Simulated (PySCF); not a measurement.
Gas-phase reaction: 5 SiH3 + 2 HF → SiHF2 + 4 SiH4

Method: PySCF energies plus ideal-gas RRHO corrections (1 bar). † marks an energy on the PBE0/def2-TZVP geometry and frequencies; other levels use their own. MP2 freezes the core. 6-31G* has spherical d functions here. Open shells (unrestricted): SiH3 (multiplicity 2), SiHF2 (multiplicity 2); the rest are closed-shell singlets. B3LYP is the form with VWN-RPA correlation. SiHF2: computed as isolated molecules; such fragments, hydroxides, amides, oligomers or adducts are transient or little studied in the gas. MP2 isn't extrapolated to the basis-set limit.

```
level               ΔH°(298 K), kJ
------------------  --------------
B3LYP/6-31G*                  -938
HF/def2-TZVP†                 -783
MP2/def2-SVP†                 -850
PBE/def2-SVP                  -863
PBE0/def2-QZVP†         (withheld)
PBE0/def2-TZVP          (withheld)
r2SCAN/def2-TZVP†       (withheld)
ωB97M-V/def2-TZVP†      (withheld)
```

### Question
What belongs in the gaps?

### Answer

- PBE0/def2-QZVP†, ΔH°(298 K), kJ: -850
- PBE0/def2-TZVP, ΔH°(298 K), kJ: -860
- r2SCAN/def2-TZVP†, ΔH°(298 K), kJ: -866
- ωB97M-V/def2-TZVP†, ΔH°(298 K), kJ: -935
